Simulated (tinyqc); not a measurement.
Pariser-Parr-Pople SCF with singles CI, for the molecule [CH2+]C=CC=O (SMILES; centres numbered as the heavy atoms are written), step by step. One step of it, computed by the program tinyqc.

Task: Iteration 1: orbitals and new P. Diagonalise F (the basis is taken as orthonormal) and form P = 2 sum c c over the lowest orbitals.

F (eV):
```
            1C          2C          3C         4C          5O
1C  -13.294178   -3.042198   -0.591853  -0.074970    0.177909
2C   -3.042198  -14.227728   -5.365480  -0.507595    0.642383
3C   -0.591853   -5.365480  -13.225699  -4.185307    0.304685
4C   -0.074970   -0.507595   -4.185307  -8.552459   -5.591320
5O    0.177909    0.642383    0.304685  -5.591320  -11.687017
```

pi electrons, sum of z_r less the charge = 4

Give: orbital energies; P after iteration 1.

Result:

orbital energies (eV): -20.950  -16.275  -12.665  -8.193  -2.904

P after iteration 1:
```
        1C      2C     3C      4C      5O
1C   0.383   0.584  0.324  -0.165  -0.382
2C   0.584   1.021  0.756   0.047  -0.291
3C   0.324   0.756  0.802   0.463   0.264
4C  -0.165   0.047  0.463   0.759   0.836
5O  -0.382  -0.291  0.264   0.836   1.036
```
